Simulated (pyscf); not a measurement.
Thermochemistry of product channels of F–N(F)–F + HO–SiH₃ on the singlet surface, in kJ/mol, from CCSD(T)/def2-TZVPP + ΔMP2(QZVPP) energies (ideal gas, 1 atm, RRHO with modes under 100 cm⁻¹ raised to 100, one conformer, R ln 2 for chiral ones without a mode under 150 cm⁻¹). Optimised with ωB97X-D3(BJ)/def2-SVP in PySCF. MP2 and CC: frozen core, UHF for open shells. ΔMP2 is the change of the MP2 total energy from the triple- to the quadruple-zeta basis.

```tsv
products	ΔE	ΔH(298 K)	ΔG(600 K)	ΔG(1200 K)
HF + HO–SiH₂–N(F)–F	-227.9	-222.9	-218.1	-219.1
HO–SiH₂–F + F–NH–F	-358.1	-345.5	-355.5	-363.1
```

These are energies of the channels, which say nothing of barriers. HO–SiH₂–N(F)–F lies 865.0 kJ/mol over its isomer H₂N–Si(OH)(F)–F (electronic energy, ωB97M-D3(BJ)). The CCSD(T) − MP2 part came from Ansatz, without density fitting, on the same reference.
